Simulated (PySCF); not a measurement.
1,3,4-thiadiazole, C2H2N2S.
Bonds: C1–N2 (aromatic), N2–N3 (aromatic), N3–C4 (aromatic), C4–S5 (aromatic), C1–S5 (aromatic). Hydrogens: H6 on C1; H7 on C4.

Method: PySCF 2.14.0, PBE0-D3(BJ)/def2-TZVP geometry optimisation, gas phase; density fitting, grid level 2; the optimiser is geomeTRIC in internal coordinates, started from a GFN2-xTB structure with every atom displaced at random (about 0.01 Å).

Step 0: E = -15913.3966 eV
```
atom  x, y, z in Å  |  force x, y, z in eV/Å
C1      0.7056    0.1909    0.1008   -1.416   1.369  -0.702
N2      0.1983   -0.8183    0.6815    0.993  -1.149   0.559
N3     -1.1383   -0.8244    0.7270    0.408  -1.387   0.832
C4     -1.6256    0.2021    0.1851   -2.061   1.824  -1.019
S5     -0.5215    1.3250   -0.4878    0.668  -0.676   0.399
H6      1.7295    0.3990   -0.0417    1.023  -0.013  -0.039
H7     -2.7065    0.3607    0.1353    0.385   0.032  -0.031
```

Step 1: E = -15913.5223 eV
```
atom  x, y, z in Å  |  force x, y, z in eV/Å
C1      0.6875    0.2160    0.0868    0.183   0.044   0.032
N2      0.2206   -0.8314    0.6893   -0.018   0.026  -0.045
N3     -1.1287   -0.8383    0.7407   -0.157   0.129  -0.082
C4     -1.6562    0.2061    0.1767    0.222  -0.111   0.100
S5     -0.5099    1.3044   -0.4683   -0.045  -0.042  -0.016
H6      1.7476    0.3983   -0.0471   -0.112  -0.027   0.007
H7     -2.7194    0.3799    0.1219   -0.073  -0.019   0.004
```

Question: Estimate the geometry and energy of step 2. (The exact step hangs on the optimiser's Hessian estimate; all steps are aligned on step 1, rigid shifts and turns removed.)

Answer: E = -15913.5229 eV, largest force 0.089 eV/Å
```
atom  x, y, z in Å  |  force x, y, z in eV/Å
C1      0.6907    0.2195    0.0911   -0.052  -0.062  -0.031
N2      0.2183   -0.8310    0.6842    0.074  -0.014   0.048
N3     -1.1315   -0.8387    0.7376    0.000   0.073  -0.017
C4     -1.6543    0.2081    0.1808    0.012  -0.036  -0.040
S5     -0.5099    1.3001   -0.4748   -0.021   0.050   0.039
H6      1.7482    0.3983   -0.0443   -0.012  -0.009   0.001
H7     -2.7201    0.3787    0.1256   -0.001  -0.003  -0.001
```

The energy changes by -0.0006 eV. The first-order estimate −F·Δx gives -0.0027 eV and the mean of the old and new forces, exact on a quadratic surface, -0.0006 eV. The step makes an angle of 63° with the force vector and moves no atom by more than 0.008 Å.

What follows is the cost of the whole optimisation. Time: 88 s of wall time; peak memory 0.73 GiB. Hardware: an Arm Neoverse N1 with one thread, on a shared host.
